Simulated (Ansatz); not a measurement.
Solid CO2 (dry ice) was calculated with LDA in Ansatz (PAW).

Run with plane-wave cutoff 520 eV, 6×6×6 k mesh, Fermi–Dirac smearing 0.01 eV, scalar-relativistic PAW data made under PBE.

Cell (relaxed at this level):

```xyz
12
Lattice="5.2841 0.0000 0.0000 0.0000 5.2841 0.0000 0.0000 0.0000 5.2841" Properties=species:S:1:pos:R:3 pbc="T T T"
C      0.0000     2.6421     2.6421
C      2.6421     0.0000     2.6421
C      0.0000     0.0000     0.0000
C      2.6421     2.6421     0.0000
O      4.6143     3.3119     1.9722
O      1.9722     4.6143     3.3119
O      4.6143     4.6143     4.6143
O      0.6698     0.6698     0.6698
O      3.3119     1.9722     4.6143
O      3.3119     0.6698     1.9722
O      1.9722     3.3119     0.6698
O      0.6698     1.9722     3.3119
```

**Question.** Give the computed band gap.

**Answer.** 
- band gap = 6.81 eV (direct)

Static lattice: no zero-point or thermal effects.

Cost on a shared machine: very roughly 2.4 core-minutes.

Ansatz is a program for electronic structure.
